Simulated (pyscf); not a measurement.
A first-order saddle from PySCF, ωB97X-D3(BJ)/def2-SVP:

```xyz
8

Bi    -1.6027    -0.5625     0.4410
F      0.0709     1.0242     1.3035
F     -0.1972    -1.9905     0.1762
F     -2.7919    -1.2181    -1.0909
N     -0.4269     0.7115    -0.9574
H      0.0725     1.1278     0.1881
H      0.1783     0.1061    -1.5166
H     -0.9513     1.3182    -1.5883
```

Surface: singlet, charge 0. Lowest wavenumbers (cm⁻¹): 460i, 59, 136, 162, 187.

Q: Name the species on either side of this saddle.

A: F–Bi(F)–F (SMILES [F][Bi]([F])[F]) + NH₃ (SMILES N) ⇌ H₂N–Bi(F)–F (SMILES [NH2][Bi]([F])[F]) + HF (SMILES F), a four-centre exchange read from left to right: Bi–F, H–N broken and Bi–N, F–H formed. At ωB97M-D3(BJ)/def2-TZVP it lies +15.5 kJ/mol from the left side and -51.6 kJ/mol from the right (each side as separated species at their lowest minima found). On the reactant side the descent ends in an adduct with a Bi–N contact, 68.0 kJ/mol under the separated species and 73.7 kJ/mol under the saddle at ωB97X-D3(BJ)/def2-TZVP. On the product side the descent ends in a bound adduct, 61.0 kJ/mol under the separated species and 3.9 kJ/mol under the saddle at ωB97X-D3(BJ)/def2-TZVP. At ωB97M-D3(BJ) the saddle lies under the separated products, which points to a path from their complex (located at ωB97X-D3(BJ) alone), and parting the products costs more than the saddle. What is counted as formed (Bi–N) is already present as a longer contact in the reactant adduct; forming that adduct is a step of its own. At ωB97X-D3(BJ) the barrier from the zero used here is 5.8 kJ/mol. This is the saddle that the search found; another between the same sides may lie lower. Elements past Kr carry the def2 core potentials, without spin-orbit coupling.
